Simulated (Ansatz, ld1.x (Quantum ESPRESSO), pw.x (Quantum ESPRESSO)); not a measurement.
## V (Z = 23) (bcc): variants of one PAW potential in the solid

```json
{
  "Element": "V (Z = 23)",
  "Generator": "ld1.x (Quantum ESPRESSO) 7.5",
  "Type": "PAW",
  "Functional": "LDA (PW92)",
  "Relativity": "scalar-relativistic",
  "Frozen core": "[Ar]",
  "Valence charge": "5",
  "Reference configuration": "3d3 4s0 4p0 (charge +2)",
  "Partial waves": "4s (bound, empty): rcut 1.80, rcutus 2.40 bohr; 4s channel at 2.65 Ry: rcut 1.80, rcutus 2.40 bohr; 4p (bound, empty): rcut 1.95, rcutus 2.60 bohr; 4p channel at 3.7 Ry: rcut 1.95, rcutus 2.60 bohr; 3d (bound): rcut 1.95, rcutus 2.10 bohr; 3d channel at 1.1 Ry: rcut 1.95, rcutus 2.10 bohr",
  "Local potential": "all-electron potential smoothed inside 1.85 bohr (lloc = -2)",
  "Core correction": "Bessel-smoothed model core inside 1.40 bohr",
  "Augmentation charge": "BESSEL, radius 1.95 bohr"
}
```

Crystal test: bcc V in pw.x 7.5, no spin, 16³ k-points, Fermi–Dirac smearing 0.01 Ry, cutoffs set for each file from its atomic test. The reference is all-electron LAPW (Ansatz 0.2.0) with the same functional, mesh and smearing; V0 and B0 come from Birch–Murnaghan fits to the pressures at five volumes. Errors are pseudo minus all-electron; Δ is the rms difference of the E(V) curves that follow from these fits, minima aligned, over ±6 % about the mean V0. Mesh and smearing are coarse, so the numbers serve the comparison and aren't converged zero-temperature values; the lattice is a test structure that the element need not adopt.

All-electron: a0 = 2.929 Å (V0 = 12.57 Å³/atom), B0 = 206.3 GPa.

Base: The largest radius (2.60 bohr) exceeds half the bond length (2.39 bohr), so the spheres overlap, which is one possible source of error among others. Atomic configuration tests: test run stopped at test 1 of 9 (negative rho).

A dash in a converged row means that the minimum lies outside the volumes sampled.

```tsv
change	cutoffs (Ry)	pw.x	a0 (Å)	a0 error (%)	B0 error (%)	Δ (meV/atom)	mean pressure error (GPa)
base	45/360	converged	2.938	+0.31	+0.9	5.5	+2.13
waves 3d (bound): rcut 1.32, rcutus 1.40 bohr; 3d channel at 1.1 Ry: rcut 1.32, rcutus 1.40 bohr	100/800	converged	2.927	-0.06	+3.1	1.1	-0.33
waves 3d (bound): rcut 1.84, rcutus 1.96 bohr; 3d channel at 1.1 Ry: rcut 1.84, rcutus 1.96 bohr	50/400	converged	2.933	+0.13	+2.0	2.3	+0.91
waves 3d (bound): rcut 1.95, rcutus 2.76 bohr; 3d channel at 1.1 Ry: rcut 1.95, rcutus 2.76 bohr	40/320	converged	2.913	-0.56	+4.6	9.6	-3.55
waves 3d (bound): rcut 1.95, rcutus 3.10 bohr; 3d channel at 1.1 Ry: rcut 1.95, rcutus 3.10 bohr	40/320	converged	–	–	–	–	+14.77
```

Give the row for: waves 3d (bound): rcut 1.95, rcutus 2.26 bohr; 3d channel at 1.1 Ry: rcut 1.95, rcutus 2.26 bohr.

pw.x: converged; mean pressure error (GPa): +5.08; a0 (Å): 2.952; a0 error (%): +0.78; B0 error (%): -1.2; Δ (meV/atom): 13.3.
